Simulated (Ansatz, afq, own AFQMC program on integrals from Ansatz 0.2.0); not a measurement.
Integrals from Ansatz 0.2.0, then the random walk in our own AFQMC program (afq).

```yaml
crystal:
  periodic: [false, false, false]
  atoms:
    - {symbol: C, position_ang: [0.000000, 0.000000, 0.000000]}
    - {symbol: H, position_ang: [0.000000, 0.000000, 1.140358]}
basis:
  gaussian: {orbitals: cc-pVTZ}
total_charge: 1
magnetization: {spin_polarized: true, initial_magnetization: 0}
correlation: {method: ccsd_t, electrons: outside_noble_gas, hamiltonian_folder: ham}
```

```sh
$ ansatz run in.yaml --threads 1 --pin off --events-out ev --progress --plain --max-ram 24576MiB --backend cuda --devices 0, --max-vram 18GiB
```

Options of the walk:

```
--method phaseless --trial hf --walkers 4000 --populations 20 --least-time 40 --time-step 0.005 --steps-per-block 20 --equilibration-blocks 112 --max-blocks 4000 --target-error 0.0006000 --factor-cut 1e-05 --start spin_pure --seed 1192 --taylor-order 6
```

Times are imaginary, in 1/Eh. The walk had a cap of 49 s. With eight or more populations the least sampling time is a fifth of least-time, and the error comes from their spread.

Log:

```
orbitals 43  electrons 2 2  factors 252 of 252
reference energy -37.91740696 Eh
CCSD correlation -0.10378978 Eh in 17 cycles, weight of the determinant in the CISD state 0.7179
energy of the start -37.921553 Eh
 block  time / (1/Eh)  mean weight  energy / Eh
     1     0.100  1.0005  -37.945307
     2     0.200  1.0005  -37.961262
     3     0.300  1.0004  -37.972515
     4     0.400  1.0005  -37.981292
     5     0.500  1.0003  -37.987674
    10     1.000  1.0000  -38.004110
    31     3.100  1.0001  -38.022524
    41     4.100  1.0001  -38.027036
    56     5.600  1.0002  -38.025461
    81     8.100  0.9998  -38.021927
    91     9.100  0.9998  -38.019208
   106    10.600  0.9998  -38.019711
   131    13.100  1.0004  -38.019860
   156    15.600  1.0001  -38.024563
   181    18.100  0.9997  -38.019876
   206    20.600  1.0002  -38.019893
   231    23.100  0.9998  -38.022517
error from the spread of 20 populations
energy -38.021997 +/- 0.000561 Eh
(rows thinned)
```

The run passed its tests (sampling time, drift between the halves within three errors, error under three times the target), which doesn't prove that it has relaxed.

Against this walk (error 15.3 meV) on the same determinant: CCSD(T) 40.1 meV lower, CCSDT(Q) 55.1 meV lower, full CI 56.2 meV lower, a separate phaseless walk with a CISD trial and standard settings 52.4 ± 15.5 meV lower. The error is statistical and leaves out the bias of the constraint. The determinant has ⟨S²⟩ = 0.53, so the low cluster orders mix in higher spin, while the walk starts as a pure singlet. Full CI is exact here, so the walk's 56 meV above it is the walk's own error: the bias of the constraint with this trial. The determinant is a poor start (see the cautions), so the low cluster orders aren't to be relied on, and full CI is the sure value.

Cautions: constraint bias not in the error; strong correlation (T1 0.170, weight of the determinant 0.72, largest double 0.13); unrestricted determinant spin contaminated (⟨S²⟩ 0.53 against 0.00).

The walk took 16 s on 1 × NVIDIA H100 80GB HBM3 with 2 threads of AMD EPYC 7R13 Processor (Zen 3) (shared host) (the card was shared). The log's last line is the phaseless energy.

CCSDT and higher add their correlation energy to the determinant of the CCSD(T) run, since their own runs factorise the integrals more tightly (a shift of under 2 meV).
